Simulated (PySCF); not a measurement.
**PySCF run on HF**

File input.py (PySCF 2.14):

```python
from pyscf import gto, scf, tdscf

mol = gto.M(
    atom='H 0 0 0; F 0 0 0.888',
    basis='jorge-dzp',
    charge=0,
    spin=2,
    verbose=4,
)
mf = scf.UHF(mol)
mf.kernel()
td = tdscf.TDA(mf)
td.nstates = 5
td.kernel()
td.analyze()
mf.dip_moment()
print('orbital energies (hartree):', [e[max(0, n-3):n+3].round(4) for e, n in zip(mf.mo_energy, mol.nelec)])
```

```bash
$ OMP_NUM_THREADS=1 python input.py
```

It prints (some set-up lines and the per-cycle HOMO/LUMO lines with their warnings removed):

```
PySCF version 2.14.0

[INPUT] Symbol           X                Y                Z      unit          X                Y                Z       unit  Magmom
[INPUT]  1 H      0.000000000000   0.000000000000   0.000000000000 AA    0.000000000000   0.000000000000   0.000000000000 Bohr   0.0
[INPUT]  2 F      0.000000000000   0.000000000000   0.888000000000 AA    0.000000000000   0.000000000000   1.678076798614 Bohr   0.0

nuclear repulsion = 5.36328254310811
number of shells = 10
number of NR pGTOs = 36
number of NR cGTOs = 20
basis = jorge-dzp
ecp = {}

******** <class 'pyscf.scf.uhf.UHF'> ********
method = UHF
initial guess = minao
damping factor = 0
level_shift factor = 0
DIIS = <class 'pyscf.scf.diis.CDIIS'>
SCF conv_tol = 1e-09
SCF max_cycles = 50
number electrons alpha = 6  beta = 4
init E= -99.8874235207404

cycle= 1 E= -99.655769337401  delta_E= 0.232  |g|= 0.31  |ddm|= 2.08
cycle= 2 E= -99.6906207124964  delta_E= -0.0349  |g|= 0.117  |ddm|= 0.398
cycle= 3 E= -99.6944442965248  delta_E= -0.00382  |g|= 0.0192  |ddm|= 0.0779
cycle= 4 E= -99.6946686221047  delta_E= -0.000224  |g|= 0.00461  |ddm|= 0.0255
cycle= 5 E= -99.6946870826547  delta_E= -1.85e-05  |g|= 0.00134  |ddm|= 0.00846
cycle= 6 E= -99.694688891359  delta_E= -1.81e-06  |g|= 0.000271  |ddm|= 0.0032
cycle= 7 E= -99.6946889657092  delta_E= -7.44e-08  |g|= 5.49e-05  |ddm|= 0.000594
cycle= 8 E= -99.6946889684037  delta_E= -2.69e-09  |g|= 1.14e-05  |ddm|= 8.61e-05
cycle= 9 E= -99.6946889685318  delta_E= -1.28e-10  |g|= 2.48e-06  |ddm|= 2.58e-05
Extra cycle  E= -99.6946889685373  delta_E= -5.54e-12  |g|= 1.22e-06  |ddm|= 3.97e-06
converged SCF energy = -99.6946889685373  <S^2> = 2.0031756  2S+1 = 3.0021163

******** <class 'pyscf.tdscf.uhf.TDA'> for <class 'pyscf.scf.uhf.UHF'> ********
nstates = 5
deg_eia_thresh = 1.000e-03
wfnsym = None
conv_tol = 1e-05
eigh lindep = 1e-12
eigh level_shift = 0
eigh max_cycle = 100

Excitation energies (eV)
[ 0.2025368   4.02657712 14.12126993 18.00527341 18.37308237]

** Excitation energies and oscillator strengths **
Excited State   1:      0.20254 eV   6121.56 nm  f=0.0000
       4b ->    5b     -0.98235
       4b ->   10b      0.18465
Excited State   2:      4.02658 eV    307.91 nm  f=0.0008
       3b ->    5b      0.98453
       3b ->   10b     -0.17150
Excited State   3:     14.12127 eV     87.80 nm  f=0.0110
       6a ->    7a     -0.98138
       6a ->   10a      0.16254
Excited State   4:     18.00527 eV     68.86 nm  f=0.2020
       6a ->    8a     -0.98505
       2b ->    5b      0.14829
Excited State   5:     18.37308 eV     67.48 nm  f=0.0205
       4b ->    6b     -0.97506
       4b ->    7b     -0.20532

** Transition electric dipole moments (AU) **
state          X           Y           Z        Dip. S.      Osc.
  1         0.0000      0.0000      0.0000      0.0000      0.0000
  2         0.0288      0.0873     -0.0000      0.0084      0.0008
  3        -0.0000      0.0000      0.1781      0.0317      0.0110
  4        -0.2119     -0.6426      0.0000      0.4579      0.2020
  5        -0.2028      0.0669     -0.0000      0.0456      0.0205

** Transition velocity dipole moments (imaginary part, AU) **
state          X           Y           Z        Dip. S.      Osc.
  1         0.0000      0.0000     -0.0000      0.0000      0.0000
  2        -0.0013     -0.0039     -0.0000      0.0000      0.0001
  3        -0.0000     -0.0000      0.2970      0.0882      0.1133
  4         0.0287      0.0871      0.0000      0.0084      0.0085
  5        -0.1629      0.0537     -0.0000      0.0294      0.0291

** Transition magnetic dipole moments (imaginary part, AU) **
state          X           Y           Z
  1         0.0000     -0.0000      1.0012
  2         0.9317     -0.3073     -0.0000
  3        -0.0000     -0.0000     -0.0000
  4         0.3714     -0.1225      0.0000
  5        -0.0147     -0.0447      0.0000
Dipole moment(X, Y, Z, Debye): -0.00000, -0.00000,  2.16744
orbital energies (hartree): [array([-1.0298, -0.9162, -0.1902,  0.6892,  0.7897,  0.8431]), array([-1.6995, -0.9595, -0.8498, -0.0825,  0.1966,  0.8011])]
```

In short: E(SCF) = -99.694689 Eh, 9 cycles, ⟨S²⟩ = 2.003, μz(SCF) = 2.17 D, first excitations without spin–orbit coupling 0.20, 4.03, 14.12, 18.01, 18.37 eV.

Run time: 1.7 s on 1 thread of Intel Xeon Platinum 8488C (shared host), peak memory 0.12 GiB.

The bond length is a typed value, not an optimised one. No search for the lowest solution was made.
